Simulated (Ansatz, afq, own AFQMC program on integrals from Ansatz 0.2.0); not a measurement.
Two steps: Ansatz 0.2.0 writes the Fock matrix and Cholesky factors of the valence space, and afq projects on them the lowest state that overlaps trial and start.

```yaml
crystal:
  periodic: [false, false, false]
  atoms:
    - {symbol: Zr, position_ang: [0.000000, 0.000000, 0.000000]}
    - {symbol: B, position_ang: [0.000000, 0.000000, 1.894000]}
basis:
  gaussian: {orbitals: def2-SVP}
magnetization: {spin_polarized: true, initial_magnetization: 5}
correlation: {method: ccsd_t, electrons: outside_noble_gas, hamiltonian_folder: ham}
```

```sh
$ ansatz run in.yaml --threads 1 --pin off --events-out ev --progress --plain --max-ram 1382MiB
```

Options of the walk:

```
--method phaseless --trial cisd --walkers 60 --populations 1 --least-time 40 --time-step 0.005 --steps-per-block 50 --equilibration-blocks 40 --max-blocks 300 --target-error 0.00032 --factor-cut 1e-05 --start spin_pure --seed 407 --release-times 0.24,0.6,1.2,2,3,4.2 --release-step 0.04 --release-every 4 --taylor-order 6
```

Times are imaginary, in 1/Eh. The walk had a cap of 1571 s. Core potentials past Kr, no spin–orbit coupling.

Log:

```
orbitals 40  electrons 6 1  factors 334 of 476
reference energy -70.97097306 Eh
CCSD correlation -0.11931950 Eh in 12 cycles, weight of the determinant in the CISD state 0.8924
energy of the start -71.090173 Eh
 block  time / (1/Eh)  mean weight  energy / Eh
     1     0.250  1.0012  -71.089831
     2     0.500  1.0012  -71.090255
     3     0.750  0.9991  -71.091264
     4     1.000  0.9986  -71.092308
     5     1.250  0.9999  -71.092485
    10     2.500  0.9997  -71.094896
    49    12.250  1.0029  -71.094754
    89    22.250  1.0001  -71.101600
   129    32.250  0.9991  -71.097166
   169    42.250  0.9999  -71.095922
   209    52.250  1.0012  -71.093189
   249    62.250  0.9999  -71.099002
   289    72.250  1.0014  -71.101621
   305    76.250  1.0004  -71.090412
   329    82.250  0.9999  -71.096514
   337    84.250  1.0003  -71.094107
blocks merged  error / Eh  count
     1  0.000201  300
     2  0.000255  150
     4  0.000322  75
     8  0.000389  37
    16  0.000478  18
    32  0.000567  9
released: time / (1/Eh)  energy / Eh  error  mean overlap
  0.24  -71.096966  0.000451  0.9934
  0.60  -71.097574  0.000398  0.9851
  1.20  -71.097387  0.000363  0.9879
  2.00  -71.096814  0.000321  1.0077
  3.00  -71.096736  0.000419  1.0445
  4.20  -71.098166  0.000568  1.0271
energy -71.096435 +/- 0.000478 Eh
(rows thinned)
```

The run passed its tests (sampling time, drift between the halves within three errors, error under three times the target), which doesn't prove that it has relaxed. The second half of the sampling lies above the first by 2.3 errors of their difference, so the energy may still be moving and its error bar be too small.

Against this walk (error 13.0 meV) on the same determinant: CCSD(T) 0.5 meV higher (within the noise), CCSDT(Q) 41.6 meV lower. The error is statistical and leaves out the bias of the constraint. The released energies move by 1.5 errors or more from one time to the next (meV from the phaseless value at times in 1/Eh: -31 ± 11 at 0.60, -26 ± 10 at 1.20, -10 ± 9 at 2.00, -8 ± 11 at 3.00, -47 ± 15 at 4.20), so they give no level. CCSDT(Q) is the surest value here, so the walk's 42 meV above it is most likely the bias of the constraint with this trial, which can have either sign.

Cautions: constraint bias not in the error; error above the target (13.0 against 8.7 meV); no spin-orbit coupling; outer-core shells of the metal frozen; lower spins were not checked; higher spins were not checked.

The walk took 7 min on 1 thread of Intel(R) Xeon(R) 6975P-C (Granite Rapids) (shared host). The log's last line is the phaseless energy.

CCSDT and higher add their correlation energy to the determinant of the CCSD(T) run, since their own runs factorise the integrals more tightly (a shift of under 2 meV). A walk keeps the symmetry of its determinant, which the program's search chose and which needn't be the lowest solution, so a lower state of the same spin and another symmetry isn't excluded.
